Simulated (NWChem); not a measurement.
Species: NaCl; SMILES [Na][Cl]

```xyz
2

Na     0.0000     0.0000    -1.4097
Cl     0.0000     0.0000     0.9285
```
Atoms are numbered in this order, from 1.

Program: NWChem. Geometry optimised at PBE0/def2-SVP; all other runs use it. Pople sets run with spherical d functions.

```
quantity                                                            level       value
----------------------------------------------  -------------------------  ----------
absolute shielding σ Na1 (ppm)                  Hartree-Fock/STO-3G, GIAO       559.0
vertical, lowest triplet (eV)                    CAM-B3LYP/def2-SVPD, TDA  (withheld)
vertical ionisation energy, ΔSCF (eV)                       PBE/def2-TZVP        9.33
first 1s excitation (eV), Cl K edge, unshifted        B3LYP/6-311G**, TDA      2757.1
orbital gap (eV)                                            SCAN/def2-SVP  (withheld)
dipole (D)                                                  PBE0/def2-SVP        8.22
highest harmonic frequency (cm⁻¹)                           PBE0/def2-SVP  (withheld)
```

### Question
Complete the blanks.

### Answer

- vertical, lowest triplet (eV), value: 4.03
- orbital gap (eV), value: 3.54
- highest harmonic frequency (cm⁻¹), value: 387
